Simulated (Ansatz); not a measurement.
Results of PBEsol (Ansatz, a first-principles code, plane waves, PAW) for BiTeI (P3m1, No. 156; cell taken from a computed entry).

Output (set-up and result lines):

```
Crystal: 3 atoms, lattice volume = 111.998 Å³
Basis set: ecut = 520 eV, 2941 PW (Γ), exchange–correlation on 72×72×108 points (8 copies of the dense FFT grid, shifted against one another)
Bands: 29, of which v1, the nominal top of the filled ones, is band 24 counted from 1 (23 counted from 0)
Symmetry: 6 space group operations
Space group: P3m1 (ITA 156), of the structure as read, at distance tolerance 4.8e-5 Å
k-points: 100 of 864 (time reversal used)
Functional: x = pbesol(κ = 0.804, μ = 0.12345679012345678), c = pbesol(β = 0.046)
SCF iter   1: F=—  HF=-26576.847625 eV  |F-HF|=—  |Δ(HF+E_count)|=         —  Δρ=2.09e-3  dr2=8.39e-3
SCF iter   2: F=—  HF=-26576.843324 eV  |F-HF|=—  |Δ(HF+E_count)|=   4.30e-3  Δρ=1.13e-3  dr2=1.31e-3
  ...
SCF iter   8: F=—  HF=-26576.843433 eV  |F-HF|=—  |Δ(HF+E_count)|=   3.78e-8  Δρ=8.33e-7  dr2=1.37e-9
SCF iter   9: F=-26576.843433 eV  HF=-26576.843433 eV  |F-HF|=9.46e-11  |Δ(HF+E_count)|=   2.77e-9  Δρ=2.49e-7  dr2=1.13e-10
SCF 1 converged in 9 iterations: F = -26576.843433 eV  dr2 = 1.13e-10
SCF converged after 9 iterations
Free energy (F): -26576.843433 eV
Internal energy: -26576.843433 eV  (E = F + TS)
E sigma→0 (E₀):  -26576.843433 eV
Fermi energy:    7.759311 eV
--- Stress (GPa, compression-positive) ---
        0.008463       0.000000       0.000000
        0.000000       0.008463      -0.000000
        0.000000      -0.000000      -0.004745
  P = ⅓ Tr σ = 0.0041 GPa (0.041 kbar)
```

**Question.** Write an input file that could have produced this run (the log leaves some choices open).

**Answer.** Several could match; the one computed here: 
Ansatz 0.2 input:
```yaml
crystal:
  lattice:
    - [4.3354859244, 0.0, 0.0]
    - [-2.1677429622, 3.7546409483, 0.0]
    - [0.0, 0.0, 6.8802213533]
  atoms:
    - { symbol: Bi, position: [0.0, 0.0, 0.9215739165] }
    - { symbol: Te, position: [0.6666666667, 0.3333333333, 0.6737931552] }
    - { symbol: I, position: [0.3333333333, 0.6666666667, 0.2239429283] }
basis:
  ecutwfc: 520
  ecutrho_ratio: 4
  xc_grid: 2
kpoints:
  mp_grid: { grid: [12, 12, 6] }
  band_path:
    path:
      - [0.0, 0.0, 0.0]
      - [0.0625, 0.0, 0.0]
      - [0.125, 0.0, 0.0]
      - [0.1875, 0.0, 0.0]
      - [0.25, 0.0, 0.0]
      - [0.3125, 0.0, 0.0]
      - [0.375, 0.0, 0.0]
      - [0.4375, 0.0, 0.0]
      - [0.5, 0.0, 0.0]
      - [0.458333, 0.083333, 0.0]
      - [0.416667, 0.166667, 0.0]
      - [0.375, 0.25, 0.0]
      - [0.333333, 0.333333, 0.0]
      - [0.296296, 0.296296, 0.0]
      - [0.259259, 0.259259, 0.0]
      - [0.222222, 0.222222, 0.0]
      - [0.185185, 0.185185, 0.0]
      - [0.148148, 0.148148, 0.0]
      - [0.111111, 0.111111, 0.0]
      - [0.074074, 0.074074, 0.0]
      - [0.037037, 0.037037, 0.0]
      - [0.0, 0.0, 0.125]
      - [0.0, 0.0, 0.25]
      - [0.0, 0.0, 0.375]
      - [0.0, 0.0, 0.5]
      - [0.0625, 0.0, 0.5]
      - [0.125, 0.0, 0.5]
      - [0.1875, 0.0, 0.5]
      - [0.25, 0.0, 0.5]
      - [0.3125, 0.0, 0.5]
      - [0.375, 0.0, 0.5]
      - [0.4375, 0.0, 0.5]
      - [0.5, 0.0, 0.5]
      - [0.458333, 0.083333, 0.5]
      - [0.416667, 0.166667, 0.5]
      - [0.375, 0.25, 0.5]
      - [0.333333, 0.333333, 0.5]
      - [0.296296, 0.296296, 0.5]
      - [0.259259, 0.259259, 0.5]
      - [0.222222, 0.222222, 0.5]
      - [0.185185, 0.185185, 0.5]
      - [0.148148, 0.148148, 0.5]
      - [0.111111, 0.111111, 0.5]
      - [0.074074, 0.074074, 0.5]
      - [0.037037, 0.037037, 0.5]
      - [0.5, 0.0, 0.375]
      - [0.5, 0.0, 0.25]
      - [0.5, 0.0, 0.125]
      - [0.333333, 0.333333, 0.375]
      - [0.333333, 0.333333, 0.25]
      - [0.333333, 0.333333, 0.125]
    npoints: 1
hamiltonian:
  xc: pbesol
  dispersion: none
  pseudopotentials: { kind: paw }
scf:
  occupations: { method: fermi_dirac, width: 0.01 }
  convergence: { dr2_threshold: 0.0000000003 }
output:
  forces: true
  stress: true
  eigenvalues: true
  write_bands: true
```

The PAW data were made under PBE.

Note: this cell isn't known to be the ambient phase, and symmetry holds it in the calculation.
